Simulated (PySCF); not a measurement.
# Property card for `C(=C=C)CCl`

C4H5Cl.
Bonds: C1–C2 (double), C2–C3 (double), C3–C4, C4–Cl5. Hydrogens: H6, H7 on C1; H8 on C3; H9, H10 on C4.

Structural features include: allene or cumulene and C–Cl bond.

PBE0-D3(BJ)/def2-TZVP geometry optimisation, gas phase (PySCF):

| Property | Result |
| --- | --- |
| Point group | C1 |
| Rotational constants A, B, C | 15.086, 1.631, 1.575 GHz |

From PBE0/pcSseg-2 ground state and GIAO shieldings, non-relativistic (PySCF):

| Quantity | Value |
| --- | --- |
| Dipole moment | 2.13 D |
| HOMO energy | -7.76 eV |
| LUMO energy | -0.39 eV |
| HOMO–LUMO gap | 7.37 eV |
| Lowest Hirshfeld atomic charge | -0.11 e on C1 |
| Highest Hirshfeld atomic charge | +0.07 e on H6 |
| 13C chemical shifts (computed TMS as zero) by class | 228.4 (C2), 97.1 (C3), 81.3 (C1), 50.3 (C4) ppm |
| 1H chemical shifts (computed TMS as zero) by class | 5.60 (H8), 5.07 (H6/H7), 4.10 (H9/H10) ppm |
| Isotropic shieldings of nuclei other than C and H, by class | 814 (Cl5) ppm |
| Mayer bond orders between heavy atoms | C1–C2 1.98, C2–C3 1.92, C3–C4 0.96, C4–Cl5 0.95 |

Monoisotopic mass (most abundant isotopes): 88.0080 u.

With B = h/(8π²I), that is 505.379 GHz u Å² over I, the principal moments of inertia are 33.5, 309.9 and 320.8 u Å² (most abundant isotopes); the inertial defect Ic − Ia − Ib is -22.6 u Å² (zero for a rigid planar frame, negative otherwise). The dipole equals about 7.1 × 10⁻³⁰ C·m (1 D = 3.33564 × 10⁻³⁰ C·m). The rotational constants make it an asymmetric top with κ = (2B − A − C)/(A − C) = -0.99, nearer the prolate limit (−1).

One conformer (not necessarily the lowest) at the PBE0-D3(BJ)/def2-TZVP geometry, without solvent or vibrations. NMR classes are plain means over equivalent atoms (diastereotopic ones count apart unless rotation or inversion swaps them), as if these changed places fast; in this geometry the members of some classes differ.

Shape of the structure used: `[CH2:1]=[C:2]=[CH:3][CH2:4][Cl:5]`: C2–C3–C4–Cl5 -115°.
